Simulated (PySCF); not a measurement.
Mayer bond orders and bond lengths

Species: coumarin, C9H6O2.
SMILES with atom numbers: `[O:1]=[c:2]1[cH:3][cH:4][c:5]2[cH:6][cH:7][cH:8][cH:9][c:10]2[o:11]1` (hydrogens: H12 on C3; H13 on C4; H14 on C6; H15 on C7; H16 on C8; H17 on C9)

Bond orders from the PBE0/pcSseg-1 density (PySCF). Geometry: GFN2-xTB; no solvent, vibrations or thermal averaging.

Where do the orders between heavy atoms depart from those drawn in the SMILES?

The largest departure is 0.519, at O11–C2 (drawn aromatic, 0.981), counting aromatic bonds as 1.5. The bonds drawn aromatic range from 0.98 to 1.65.

Set the Mayer orders of the bonds between heavy atoms beside their lengths.

```json
{"bond": "O1–C2", "drawn as": "double", "length (Å)": "1.204", "Mayer order": "1.978"}
{"bond": "C2–C3", "drawn as": "aromatic", "length (Å)": "1.457", "Mayer order": "1.112"}
{"bond": "C3–C4", "drawn as": "aromatic", "length (Å)": "1.345", "Mayer order": "1.646"}
{"bond": "C4–C5", "drawn as": "aromatic", "length (Å)": "1.434", "Mayer order": "1.122"}
{"bond": "C5–C6", "drawn as": "aromatic", "length (Å)": "1.399", "Mayer order": "1.329"}
{"bond": "C6–C7", "drawn as": "aromatic", "length (Å)": "1.376", "Mayer order": "1.489"}
{"bond": "C7–C8", "drawn as": "aromatic", "length (Å)": "1.393", "Mayer order": "1.393"}
{"bond": "C8–C9", "drawn as": "aromatic", "length (Å)": "1.378", "Mayer order": "1.467"}
{"bond": "C9–C10", "drawn as": "aromatic", "length (Å)": "1.394", "Mayer order": "1.423"}
{"bond": "C10–O11", "drawn as": "aromatic", "length (Å)": "1.351", "Mayer order": "0.987"}
{"bond": "O11–C2", "drawn as": "aromatic", "length (Å)": "1.369", "Mayer order": "0.981"}
{"bond": "C10–C5", "drawn as": "aromatic", "length (Å)": "1.404", "Mayer order": "1.251"}
```

Bonds between the same two heavy elements. C–O: lowest O11–C2 (0.981, 1.369 Å), highest O1–C2 (1.978, 1.204 Å). C–C: lowest C2–C3 (1.112, 1.457 Å), highest C3–C4 (1.646, 1.345 Å).

And the bonds to hydrogen?

C–H: 0.94 to 0.98 (6 bonds).

Sum the orders of all bonds at each heavy atom with more than one neighbour and set the sums beside the valence in the SMILES.

C2 4.071 (drawn 4), C3 3.710 (drawn 4), C4 3.744 (drawn 4), C5 3.702 (drawn 4), C6 3.786 (drawn 4), C7 3.842 (drawn 4), C8 3.821 (drawn 4), C9 3.831 (drawn 4), C10 3.661 (drawn 4), O11 1.968 (drawn 2). Orders between atoms that aren't bonded are not in these sums.

The Mayer order sums products of elements of PS (density times overlap matrix) between the two atoms' basis functions, so it depends on the basis set.
